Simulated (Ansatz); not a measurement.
```yaml
crystal:
  periodic: [false, false, false]
  atoms:
    - {symbol: Hf, position_ang: [0.000000, 0.000000, 0.000000]}
    - {symbol: H, position_ang: [0.000000, 0.000000, 1.681690]}
    - {symbol: H, position_ang: [0.000000, 0.000000, -1.681690]}
basis:
  gaussian: {orbitals: def2-TZVP}
magnetization: {spin_polarized: true, initial_magnetization: 4}
hamiltonian: {xc: pbe0}
relax: {f_tol: 0.004, max_steps: 80}
```

```sh
$ ansatz run in.yaml --threads 1 --pin off --events-out ev --progress --plain --max-ram 2176MiB
```

Steps of the relaxation (energy above the last step; positions in Å, forces in eV/Å):

```
3
step 1, 660.3 meV
Hf    0.000    0.000    0.000    0.000    0.000    0.000
H     0.000    0.000    1.682    0.000    0.000    2.818
H     0.000    0.000   -1.682    0.000    0.000   -2.818
```

```
3
step 2, 43.2 meV
Hf    0.000    0.000    0.000    0.000    0.000    0.000
H     0.000    0.000    1.880    0.000    0.000    0.558
H     0.000    0.000   -1.880    0.000    0.000   -0.558
```

```
3
step 3, 0.3 meV
Hf    0.000    0.000    0.000    0.000    0.000    0.000
H     0.000    0.000    1.968    0.000    0.000   -0.042
H     0.000    0.000   -1.968    0.000    0.000    0.042
```

```
3
step 4, 0.0 meV
Hf    0.000    0.000    0.000    0.000    0.000    0.000
H     0.000    0.000    1.961    0.000    0.000    0.001
H     0.000    0.000   -1.961    0.000    0.000   -0.001
```

Close pairs at the end: Hf1–H3 1.961 Å, Hf1–H2 1.961 Å.

A stationary point of unrestricted PBE0 after 4 steps, with ⟨S²⟩ = 6.008 against 6.00 for a pure state; no frequencies were run, so it isn't proven a minimum. 14 s on 1 thread of Intel Xeon Platinum 8375C, shared host.
